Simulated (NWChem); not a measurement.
System: water (H2O); SMILES O

Here is an NWChem input.

```
start job
memory heap 200 mb stack 900 mb global 1100 mb
geometry units angstroms noautosym nocenter noautoz
  O      0.000000     0.000000     0.143194
  H      0.757685     0.000000    -0.469929
  H     -0.757685     0.000000    -0.469929
end
basis spherical
  * library def2-svp
end
dft
  xc b3lyp
  iterations 150
end
cosmo
  do_cosmo_smd true
  solvent chcl3
end
task dft energy
```

Parts of the log:

```
             Northwest Computational Chemistry Package (NWChem) 7.3.0
             --------------------------------------------------------

                             Geometry "geometry" -> ""
                             -------------------------

 Output coordinates in angstroms (scale by  1.889725989 to convert to a.u.)

  No.       Tag          Charge          X              Y              Z
 ---- ---------------- ---------- -------------- -------------- --------------
    1 O                    8.0000     0.00000000     0.00000000     0.14319400
    2 H                    1.0000     0.75768500     0.00000000    -0.46992900
    3 H                    1.0000    -0.75768500     0.00000000    -0.46992900

 Effective nuclear repulsion energy (a.u.)       9.0359679248

                                 NWChem DFT Module
                                 -----------------

 Summary of "ao basis" -> "ao basis" (spherical)
 ------------------------------------------------------------------------------
       Tag                 Description            Shells   Functions and Types
 ---------------- ------------------------------  ------  ---------------------
 O                          def2-svp                 6       14   3s2p1d
 H                          def2-svp                 3        5   2s1p

 in cosmo_initialize ...
 calling solv_data for solv:chcl3

 solvent parameters
 solvname_short: chcl3
 solvname_long:  chloroform
 dielec:        4.7113
 dielecinf:     2.0906
 nonaqueous SMD model solvent descriptors
 dielec:        4.7113
 sola:          0.1500
 solb:          0.0200
 solc:          0.0000
 solg:         38.3900
 solh:          0.7500
 soln:          1.4459

          ---------------
          -cosmo- solvent
          ---------------
 Cosmo: York-Karplus, doi: 10.1021/jp992097l
 dielectric constant -eps-     =   4.71
 screen = (eps-1)/(eps    )    =   0.78774
 surface charge correction     = lagrangian

   van der Waals surface
 --------------------------

 ---------- ATOMIC COORDINATES (A.U.) ------------ VDWR(ANG.) --
     1    0.00000000    0.00000000    0.27059742     2.024
     2    1.43181704    0.00000000   -0.88803704     1.200
     3   -1.43181704    0.00000000   -0.88803704     1.200
 number of segments per atom =        128
 number of   points per atom =        128
 atom (   nspa,  nppa )
 ----------------------
    1 (    124,     0 )       0
    2 (     30,     0 )       0
    3 (     30,     0 )       0
 number of -cosmo- surface points =      184
 molecular surface =     51.595 angstrom**2
 molecular volume  =     35.119 angstrom**3
 -lineq- algorithm             =   0
 -bem- low  level              =   3
 -bem- from -octahedral-
 gaussian surface charge width =   4.50000
 degree of switching           =   1.00000
 switching function tolerance  =   0.00010
 atomic radii =
 --------------
    1  8.000  2.024
    2  1.000  1.200
    3  1.000  1.200
 ...... end of -cosmo- initialization ......

 nat:                     3
 ixmem:                   608
 calling mnsol_interface()
 G(SMD-CDS) energy (kcal/mol)  =     0.019
 SMD-CDS SASA (angstrom**2)    =    55.961

            General Information
            -------------------
          SCF calculation type: DFT
          Wavefunction type:  closed shell.
          No. of atoms     :     3
          No. of electrons :    10
           Alpha electrons :     5
            Beta electrons :     5
          Charge           :     0
          Spin multiplicity:     1
          Use of symmetry is: off; symmetry adaption is: off
          Maximum number of iterations: 150
          AO basis - number of functions:    24
                     number of shells:    12
          Convergence on energy requested:  1.00D-06
          Convergence on density requested:  1.00D-05
          Convergence on gradient requested:  5.00D-04

              XC Information
              --------------
                         B3LYP Method XC Potential
                     Hartree-Fock (Exact) Exchange  0.200
                        Slater Exchange Functional  0.800 local
                    Becke 1988 Exchange Functional  0.720 non-local
              Lee-Yang-Parr Correlation Functional  0.810
                  VWN I RPA Correlation Functional  0.190 local

             Grid Information
             ----------------
          Grid used for XC integration:  medium
          Radial quadrature: Mura-Knowles
          Angular quadrature: Lebedev.
          Tag              B.-S. Rad. Rad. Pts. Rad. Cut. Ang. Pts.
          ---              ---------- --------- --------- ---------
          O                   0.60       49           5.0       434
          H                   0.35       45           7.0       434
          Grid pruning is: on
          Number of quadrature shells:   139
          Spatial weights used:  Erf1

[...]

                                COSMO-SMD solvation results
                                ---------------------------

             internal energy in gas <Psi(g)|H|Psi(g)> =       -76.358188613278
         internal energy in solvent <Psi(s)|H|Psi(s)> =       -76.357674790328
                               delta internal energy  =         0.000513822950 (    0.32 kcal/mol)
   total free energy in solvent <Psi(s)|H+V/2|Psi(s)> =       -76.364931890746
 polarization energy contribution <Psi(s)|V/2|Psi(s)> =        -0.007257100418 (   -4.55 kcal/mol)
    total free energy in solvent including G(SMD-CDS) =       -76.364902062784
                       G(SMD-CDS) energy contribution =         0.000029827961 (    0.02 kcal/mol)
     1 M fixed-concentration free energy of solvation =        -0.006713449507 (   -4.21 kcal/mol)

                       DFT Final Molecular Orbital Analysis
                       ------------------------------------

 Vector    3  Occ=2.000000D+00  E=-4.978140D-01
              MO Center=  2.1D-09,  1.2D-11, -8.8D-02, r^2= 7.8D-01
   Bfn.  Coefficient  Atom+Function         Bfn.  Coefficient  Atom+Function
  ----- ------------  ---------------      ----- ------------  ---------------
     4      0.507506  1 O  px                15      0.319655  2 H  s
    20     -0.319655  3 H  s                  7      0.217829  1 O  px
    16      0.102743  2 H  s                 21     -0.102743  3 H  s
    19      0.026915  2 H  pz                24     -0.026915  3 H  pz

 Vector    4  Occ=2.000000D+00  E=-3.659775D-01
              MO Center= -5.1D-10,  2.2D-10,  2.2D-01, r^2= 6.7D-01
   Bfn.  Coefficient  Atom+Function         Bfn.  Coefficient  Atom+Function
  ----- ------------  ---------------      ----- ------------  ---------------
     6      0.546099  1 O  pz                 3      0.359767  1 O  s
     9      0.347112  1 O  pz                 2      0.210146  1 O  s
    15     -0.202297  2 H  s                 20     -0.202297  3 H  s
     1      0.107479  1 O  s                 16     -0.058565  2 H  s
    21     -0.058565  3 H  s

 Vector    5  Occ=2.000000D+00  E=-2.874676D-01
              MO Center=  8.0D-12, -6.0D-10,  1.2D-01, r^2= 5.9D-01
   Bfn.  Coefficient  Atom+Function         Bfn.  Coefficient  Atom+Function
  ----- ------------  ---------------      ----- ------------  ---------------
     5      0.635836  1 O  py                 8      0.494654  1 O  py
    18      0.028600  2 H  py                23      0.028600  3 H  py

 Vector    6  Occ=0.000000D+00  E= 5.977870D-02
              MO Center= -3.2D-09,  2.9D-11, -6.5D-01, r^2= 2.8D+00
   Bfn.  Coefficient  Atom+Function         Bfn.  Coefficient  Atom+Function
  ----- ------------  ---------------      ----- ------------  ---------------
     3      0.942938  1 O  s                 16     -0.818272  2 H  s
    21     -0.818272  3 H  s                  9     -0.348652  1 O  pz
     6     -0.240798  1 O  pz                 2      0.179330  1 O  s
    15     -0.116936  2 H  s                 20     -0.116936  3 H  s
     1      0.105217  1 O  s

 Vector    7  Occ=0.000000D+00  E= 1.401862D-01
              MO Center=  3.3D-09, -4.1D-13, -5.6D-01, r^2= 3.2D+00
   Bfn.  Coefficient  Atom+Function         Bfn.  Coefficient  Atom+Function
  ----- ------------  ---------------      ----- ------------  ---------------
    16      1.283355  2 H  s                 21     -1.283355  3 H  s
     7     -0.598908  1 O  px                 4     -0.373959  1 O  px
    15      0.114530  2 H  s                 20     -0.114530  3 H  s

 Vector    8  Occ=0.000000D+00  E= 5.578847D-01
              MO Center= -2.5D-09, -2.1D-12, -2.6D-01, r^2= 1.9D+00
   Bfn.  Coefficient  Atom+Function         Bfn.  Coefficient  Atom+Function
  ----- ------------  ---------------      ----- ------------  ---------------
    15      0.966669  2 H  s                 20     -0.966669  3 H  s
    16     -0.853696  2 H  s                 21      0.853696  3 H  s
     7     -0.383289  1 O  px                 4     -0.278227  1 O  px
    13      0.100124  1 O  d  1              19     -0.098550  2 H  pz
    24      0.098550  3 H  pz                17      0.039025  2 H  px

     Multipole analysis of the density
     ---------------------------------

     L   x y z        total         alpha         beta         nuclear
     -   - - -        -----         -----         ----         -------
     0   0 0 0     -0.000000     -5.000000     -5.000000     10.000000

     1   1 0 0     -0.000000     -0.000000     -0.000000      0.000000
     1   0 1 0      0.000000      0.000000      0.000000      0.000000
     1   0 0 1     -0.869382     -0.629043     -0.629043      0.388705

     2   2 0 0     -3.174966     -3.637583     -3.637583      4.100200
     2   1 1 0      0.000000      0.000000      0.000000      0.000000
     2   1 0 1      0.000000      0.000000      0.000000      0.000000
     2   0 2 0     -5.228905     -2.614452     -2.614452      0.000000
     2   0 1 1      0.000000      0.000000      0.000000      0.000000
     2   0 0 2     -4.432421     -3.297712     -3.297712      2.163003
```

Level: B3LYP/def2-SVP, SMD on the gas-phase geometry. Geometry: optimised at PBE-D3(BJ)/def2-SVP. B3LYP is NWChem's, with the RPA form of VWN correlation. Solvent: chloroform.
